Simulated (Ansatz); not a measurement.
This geometry of CH3 + H5NSi (11 atoms, charge 0, multiplicity 2) is a first-order saddle point.

Computed with Ansatz, UKS PBE-D4/def2-mTZVP.

```xyz
11
Properties=species:S:1:pos:R:3
H -0.504 -0.311 -0.651
N 0.476 0.499 -0.903
Si 1.073 1.195 0.605
C -1.339 -1.250 -0.261
H 1.153 -0.126 -1.364
H -0.086 1.850 1.285
H 2.099 2.230 0.250
H 1.712 0.247 1.586
H -1.951 -1.419 -1.153
H -0.746 -2.119 0.037
H -1.889 -0.795 0.568
```

Q: Which two structures does it join? (They come from a converged band through this point; their orientation in space is the band's.)

A: Bonds broken: H1–N2. Bonds formed: H1–C4. CH3 + H5NSi becomes CH4 + H4NSi.

Initial state:

```xyz
11
Properties=species:S:1:pos:R:3
H -0.060 -0.127 -0.841
N 0.745 0.507 -0.863
Si 1.170 1.316 0.620
C -1.774 -1.623 -0.181
H 1.492 0.092 -1.419
H -0.077 1.948 1.158
H 2.188 2.366 0.302
H 1.746 0.468 1.727
H -2.346 -1.329 -1.058
H -1.173 -2.529 -0.203
H -1.911 -1.089 0.758
```

Final state:

```xyz
11
Properties=species:S:1:pos:R:3
H -0.991 -0.566 -0.899
N 1.021 0.731 -1.035
Si 1.206 1.314 0.624
C -1.534 -1.323 -0.316
H 1.648 -0.059 -1.266
H -0.103 1.872 1.077
H 2.203 2.440 0.549
H 1.703 0.316 1.634
H -2.463 -1.582 -0.839
H -0.915 -2.223 -0.204
H -1.775 -0.919 0.675
```

Q: How far does it lie above each of them?

A: 0.38 eV above the first and 0.27 eV above the second. This is the barrier of this one path; another mechanism may lie lower.

The run took 100 s on 2 threads of Arm Neoverse V1, on a shared host, peak memory 0.17 GiB.
